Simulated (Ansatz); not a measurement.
**Worked example: C5H10 → C5H8 + H2**

Species: C5H10 `C/C=C\CC`, singlet; C5H8 (1,2-pentadiene) `C=C=CCC`, singlet; H2 (hydrogen), singlet. 

Shapes, held fixed at every level: PBE0-D4/def2-TZVP. Flexible molecules stand in one conformer, not always the lowest. Programs: Ansatz 0.2.0. The zero-point and thermal change to 298 K, harmonic and unscaled (PBE0-D4/def2-TZVP), is -29.4 kJ/mol.

At CCSD(T)/CBS estimate; 1 Eh = 2625.50 kJ/mol:

| species | energy (Eh) |
| --- | --- |
| C5H10 | -196.269403 |
| C5H8 | -195.018494 |
| H2 | -1.175441 |

Work out ΔH(298 K) of the reaction at this level.


1. Products less reactants: (-195.018494) + (-1.175441) − [(-196.269403)] = 0.075468 Eh = +198.1 kJ/mol.
2. With the thermal change: +198.1 + (-29.4) = +168.7 kJ/mol.

Other levels give +157.0 (B3LYP-D4/def2-TZVPP) to +182.0 kJ/mol (MP2/def2-SVP). No measured value is set beside it here. The CBS estimate extrapolates MP2 from def2-TZVPP and def2-QZVPP and adds CCSD(T) − MP2 in the triple-zeta set, cores frozen; for H2 it overshoots the exact energy by about 1 mEh.
